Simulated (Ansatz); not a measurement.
Basis-set extrapolation for C₂H₆Si (`CC[SiH]`) (PBE0-D4/def2-TZVP geometry, frozen core, Ansatz 0.2.0). Multiplicity 1, RHF reference.

```
                      def2-TZVPP   def2-QZVPP
                 HF  -368.132250  -368.144701
    MP2 correlation    -0.460345    -0.489970
CCSD(T) correlation    -0.525552      not run
```

Energies in hartree. Use E(X) = E(∞) + A·exp(−7.88·√X) for Hartree–Fock and E(X) = E(∞) + B·X^(−2.97) for correlation, with X = 3 and 4, and add CCSD(T) minus MP2 of the smaller set to the MP2 limit.

**Question.** What is the CCSD(T) energy at the basis-set limit?

**Answer.** HF limit: -368.144701 + (-0.012451) × 0.13774 = -368.14642. MP2 limit: -0.489970 + (-0.029625) × 0.74074 = -0.51191. Higher-order term: -0.525552 − (-0.460345) = -0.06521. Total: -368.72354 hartree, 1.79 eV below CCSD(T)/def2-TZVPP.
